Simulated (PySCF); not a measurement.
Molecule: `BOC`, CH5BO.

Geometry (Å), atoms numbered from 1 in this order:
```xyz
8

B     1.326   -0.161    0.225
O     0.206    0.500    0.456
C    -1.042    0.185   -0.105
H     1.374   -1.099   -0.493
H     2.274    0.244    0.781
H    -1.400    1.049   -0.670
H    -0.983   -0.683   -0.768
H    -1.746   -0.024    0.704
```

Frames of a GFN2-xTB Langevin trajectory at 400 K; GIAO PBE0/pcSseg-1 shieldings in PySCF 2.14, gas phase, non-relativistic; equivalent atoms averaged within each frame.

δ = σ(ref) − σ, references computed at the same level: 11B (σ = 100.07 ppm) vs BF3·OEt2; H2O for 17O (σ = 336.08 ppm); TMS for 13C (σ = 186.93 ppm), 1H (σ = 31.72 ppm). The references are static minima.

How do the shifts (ppm) fluctuate along the trajectory?

Results:


```csv
time (fs),B1,O2,C3,H4/H5,H6/H7/H8
optimised geometry,44.9,207.5,64.7,5.00,4.31
250,44.9,185.8,53.6,5.60,3.73
425,38.6,215.9,63.1,4.80,4.19
625,42.2,182.3,56.7,5.71,4.15
800,50.0,214.3,73.4,5.42,5.38
1000,45.4,200.2,64.2,5.12,4.22
mean of frames,44.2,199.7,62.2,5.33,4.33
standard deviation,4.2,15.6,7.6,0.37,0.62
```

5 frames give an uncertainty of the mean of about the standard deviation over 2.2 at best, since frames this close in time may not be independent; classical motion lacks zero-point vibration, and the reference would need the same averaging.
